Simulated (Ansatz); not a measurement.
Results of PBE (Ansatz, a first-principles code, plane waves, PAW) for fcc Ca.

Settings: plane-wave cutoff 500 eV, 22×22×22 k mesh, Fermi–Dirac smearing 0.1 eV, scalar-relativistic PAW data made under PBE.

Computed at the level's own relaxed cell.

Problem. Predict the equilibrium volume per atom and lattice parameter a.

Solution. 
* **equilibrium volume per atom**: 42.20 Å³/atom
* **lattice parameter a**: 5.526 Å

Measured, for comparison: equilibrium volume per atom 42.81 Å³/atom, lattice constant a 5.553 Å (low-temperature or extrapolated to 0 K; zero-point anharmonic expansion removed; as tabulated in Csonka et al. (2009), arXiv:0903.4037). Computed (rounded) less measured: equilibrium volume per atom -1.4 %, lattice constant a -0.5 %.

The computed numbers hold no vibrational or temperature effects.

Computing time: very roughly 20 core-seconds.
